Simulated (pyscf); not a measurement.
This saddle point was located with ωB97X-D3(BJ)/def2-SVP in PySCF.

```xyz
8

S     -2.0425     0.1204     0.2982
Ga     0.1893    -0.1400    -0.5794
H     -1.9533     1.4526     0.4818
H      0.2557    -1.4997    -1.3352
H      0.7413     1.2584    -0.9843
S      0.7152    -0.5080     1.7462
H     -0.8880    -0.2082     1.4433
H      0.5508    -1.8451     1.7046
```

Surface: singlet, charge 0. Lowest wavenumbers (cm⁻¹): 1010i, 245, 267, 320, 358.

**Question.** Name the species on either side of this saddle.

**Answer.** `[SH2]` + `[SH][GaH2]` ⇌ `[SH][GaH2]` + `[SH2]`, a four-centre exchange read from left to right: H–S, Ga–S broken and Ga–S, H–S formed. At CCSD(T)/def2-TZVPP + ΔMP2(QZVPP) it lies +0.15 eV from the left side and +0.15 eV from the right (each side as separated species at their lowest minima found). On the reactant side the descent ends in an adduct with a Ga–S contact, 0.54 eV under the separated species and 0.53 eV under the saddle at ωB97X-D3(BJ)/def2-TZVP. On the product side the descent ends in an adduct with a Ga–S contact, 0.54 eV under the separated species and 0.53 eV under the saddle at ωB97X-D3(BJ)/def2-TZVP. What is counted as formed (Ga–S) is already present as a longer contact in the reactant adduct; forming that adduct is a step of its own. What is counted as broken (Ga–S) persists as a longer contact in the product adduct; parting that adduct is a step of its own. At ωB97X-D3(BJ)/def2-TZVP the barrier from the zero used here is -0.01 eV. One saddle was located; it need not be the lowest between these sides. The CCSD(T) − MP2 part came from Ansatz, without density fitting, on the same reference. The frozen core leaves the outer d or s,p core shells of the metals and heavy elements correlated in the MP2 and CC values, and def2-TZVPP describes them poorly, which can shift differences by a few kcal/mol. Elements up to Kr have no core potential and no relativistic terms here.
